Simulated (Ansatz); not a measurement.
Results of PBEsol (Ansatz, a quantum-chemistry and plane-wave program, plane waves, PAW) for rock-salt TiN.

Run with plane-wave cutoff 520 eV, 26×26×26 k mesh, Fermi–Dirac smearing 0.071 eV (set by the program), no spin polarisation, scalar-relativistic PAW data made under PBE.

Cell (relaxed at this level):

TiN is modelled in the cubic space group Fm-3m (No. 225), the rock salt structure, Pearson symbol cF8. Lattice parameters: a = b = c = 4.204 Å, α = β = γ = 90.00°. Ti on 4a has 6 N at 2.102 Å (octahedral). N on 4b is coordinated by 6 Ti at 2.102 Å (octahedral). (Neighbours: up to the widest gap in distance over summed covalent radii, below 1.35, at either atom; cation-cation and far metal-metal contacts left out.)
(The calculation used a cell of 2 atoms; values per cell refer to that cell.)

**Question.** Give the computed elastic constant C44, elastic constant C11, Young modulus, Poisson ratio, Voigt–Reuss–Hill shear modulus (Hill average) and elastic constant C12.

**Answer.** 
- elastic constant C44 = 173 GPa
- elastic constant C11 = 644 GPa
- Young modulus = 498 GPa
- Poisson ratio = 0.224
- Voigt–Reuss–Hill shear modulus (Hill average) = 203 GPa
- elastic constant C12 = 128 GPa

Measured, for comparison: elastic constant C44 163 GPa, elastic constant C11 625 GPa, elastic constant C12 165 GPa (temperature not stated, not corrected to a static lattice; as tabulated in X. Wang et al., RSC Advances (2016)). Computed (rounded) less measured: elastic constant C44 +6 %, elastic constant C11 +3 %, elastic constant C12 -22 %. A static lattice is as a rule a little smaller and stiffer than an uncorrected measurement, which can account for part of this.

Elastic constants are with the ions relaxed.
